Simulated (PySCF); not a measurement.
Ionising MgS

RHF; basis Mg pcseg-2, S pcseg-2; no relativity; PySCF 2.14. Neutral (RHF): singlet (closed shell), Re = 2.138 Å, ωe = 548 cm⁻¹, De = 0.26 eV, HOMO -8.11 eV, LUMO -1.52 eV.

MgS⁺ (UHF): doublet (π ↑), Re = 2.244 Å, ωe = 496 cm⁻¹, De = 0.69 eV to Mg⁺ + S. The energies at the minima are -597.11521 hartree for MgS and -596.88830 for MgS⁺.

Problem. Work out the adiabatic ionisation energy, without and with harmonic zero-point energies (1 hartree = 27.2114 eV, 1 eV = 8065.5 cm⁻¹), and the change of the bond length.

Solution. At HF: 0.22691 hartree = 6.175 eV between the minima; the zero-point term (496.0 − 548.0)/2 cm⁻¹ = -0.003 eV makes it 6.171 eV. Re changes by +10.6 pm against the neutral. Minus the HOMO energy is 8.11 eV, +1.94 eV from the value between the minima; Hartree–Fock orbital energies leave out relaxation and correlation. The electron leaves a π orbital; in so polar a molecule the change of length follows mostly from the change of the ionic charges.

For an ion De counts to the pair picked by the measured ionisation energies or electron affinities, which need not be the lowest pair at this level. Where the molecule has an RHF reference, its open-shell atoms are computed with UHF. Hartree–Fock leaves out correlation, which carries a large part of most bond energies and some tenths to 1 eV of ionisation energies. States were picked by a PBE0 search and need not be the measured ground states.

Neutral and ion stand on different kinds of reference determinant, which adds to the error of the difference.
